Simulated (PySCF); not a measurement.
methylamine (CH5N), SMILES CN.

Geometry optimised at B3LYP-D3(BJ)/def2-TZVP.

Computed with ωB97X/def2-TZVPD (PySCF).

Symmetry labels are those of the subgroup Cs that the program uses (full group Cs).

Computed valence orbital energies around the gap with their symmetry:
```
orbital  symmetry  energy (eV)
-------  --------  -----------
HOMO−7         A'      -279.41
HOMO−6         A'       -27.31
HOMO−5         A'       -21.34
HOMO−4         A"       -16.40
HOMO−3         A'       -14.95
HOMO−2         A'       -13.90
HOMO−1         A"       -12.86
HOMO           A'        -9.37
LUMO           A'         2.17
LUMO+1         A'         2.95
LUMO+2         A"         3.95
LUMO+3         A'         4.30
```
